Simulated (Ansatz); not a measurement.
A made-up structure of SiH2F, doublet:

F1  (1.381, 0.667, -0.597)
Si2  (-0.052, -0.050, -0.013)
H3  (-1.410, 0.647, -0.352)
H4  (0.081, -1.264, 0.962)
(Å)

It is relaxed with PBE-D4/def2-SVP and then PBE0-D4/def2-TZVP (Ansatz 0.2.0). Atoms count as bonded within 1.22 times the sum of their covalent radii (H–H: 0.88 Å). The end point is not checked to be a true minimum.

(1) Does its bonding change? (Judge from chemistry; the calculation decides.)

Results:

(1) By the calculation: No: no bond forms or breaks.

Where it ends: The first stage lowers the energy by 0.69 eV in 7 steps. It ends as SiH₂F ([F][SiH2]):
```tsv
atom	x (Å)	y (Å)	z (Å)
F1	1.2400	0.6545	-0.4544
Si2	-0.0710	-0.2545	-0.2897
H3	-1.2499	0.6533	-0.2145
H4	0.0809	-1.0534	0.9586
```

Labels in which every atom is bracketed show which atoms are joined, not bond orders.

For scale, one of the runs: PBE0-D4/def2-TZVP relaxation, 80 basis functions, launched by `ansatz run in.yaml --threads 2 --pin off --events-out ev --progress --plain --max-ram 4352MiB`. Hardware: 2 CPU threads of an Arm Neoverse V2, shared host. Wall time about 4.8 s.
